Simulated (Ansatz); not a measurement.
`C=CC(F)(F)Cl` + H₂ → `C=CC(F)Cl` + H–F at 298.15 K and 1 bar (hydrogenolysis of a C–F bond).

Program: Ansatz. Geometries: PBE0-D4/def2-TZVP. ΔE: electronic, gas phase. CCSD(T)/CBS adds triple-zeta CCSD(T) − MP2 to the extrapolated MP2 energy (def2 sets, frozen cores). This one scheme is used for every species. One conformer a species, not always the lowest.

```csv
species,CCSD(T)/CBS energy (Eh),H − E (kJ/mol),S (J/(mol·K))
`C=CC(F)(F)Cl`,-775.29546,164.6,328.1
H₂,-1.17544,35.1,130.4
`C=CC(F)Cl`,-676.10309,184.8,313.2
H–F,-100.39570,33.5,173.6
```

H − E and S are ideal-gas, rigid-rotor, harmonic terms from PBE0-D4/def2-TZVP, for one conformer and one mirror image of each species. The MP2-based limit puts H₂ 0.8 mEh under its directly extrapolated value; such offsets cancel only in part. 1 Eh = 2625.50 kJ/mol, R = 8.31446 J/(mol·K).

**Question.** By hand: ΔE, ΔH, ΔS and ΔG.

**Answer.** ΔE = (-676.10309) + (-100.39570) − (-775.29546) − (-1.17544) = -0.02789 Eh = -73.2 kJ/mol. Δ(H − E) = 184.8 + 33.5 − 164.6 − 35.1 = 18.6, so ΔH = -54.6 kJ/mol. ΔS = 313.2 + 173.6 − 328.1 − 130.4 = 28.3 J/(mol·K). ΔG = -54.6 − 298.15 × (28.3)/1000 = -63.0 kJ/mol.

**Question.** By hand: the equilibrium constant, and the temperature at which ΔG would vanish if ΔH and ΔS stayed fixed.

**Answer.** log₁₀ K = −ΔG/(RT ln 10) = 11.0. ΔH and −TΔS have one sign here, so there is no such temperature.

ΔH outweighs TΔS. A doubt of 5 kJ/mol in ΔE shifts log₁₀ K by 0.9 here. Other conformers and mirror images would add mixing entropy, several J/(mol·K) or more a flexible species. These are equilibria of isolated gas molecules and say nothing of rates. Largest T1 diagnostic: 0.012 (customary marks: 0.02 for closed shells, 0.045 for open ones).
